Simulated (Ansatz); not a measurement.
Compare A (`C=C=COC`) with its isomer B (`C/C=C/C=O`).

Gas-phase electronic energies from Ansatz, PBE0-D4/def2-TZVP geometries. CCSD(T)/CBS adds triple-zeta CCSD(T) − MP2 to the extrapolated MP2 energy (def2 sets, frozen cores). Functionals use def2-TZVPP. B3LYP here is the variant with VWN-RPA as its local correlation; programs differ in this. One conformer a species, not always the lowest.

**Question.** Which is lower in electronic energy at CCSD(T)/CBS, and by how much? (An estimate is asked.)

**Answer.** Computed: B, by 156.3 kJ/mol.

**Question.** Give E(B) − E(A) in kJ/mol with PBE-D4, MP2/def2-TZVPP, CCSD(T)/def2-TZVPP, r2SCAN-D4, CCSD/def2-TZVPP, B3LYP-D4, ωB97M-V. (Best estimate.)

**Answer.** The calculation gave: PBE-D4 -151.0, MP2/def2-TZVPP -163.6, CCSD(T)/def2-TZVPP -156.9, r2SCAN-D4 -154.5, CCSD/def2-TZVPP -157.7, B3LYP-D4 -152.0, ωB97M-V -153.0. None reverses the order clearly.

Largest T1 diagnostic: 0.014.

In def2-TZVPP, CCSD(T) changes the Hartree–Fock value by +13.1 kJ/mol (the triples alone add +0.8 kJ/mol) and MP2 by +6.5 kJ/mol. From PBE to PBE0 (25 % exact exchange), in def2-TZVPP and without D4, E(B) − E(A) moves by −4.5 kJ/mol.
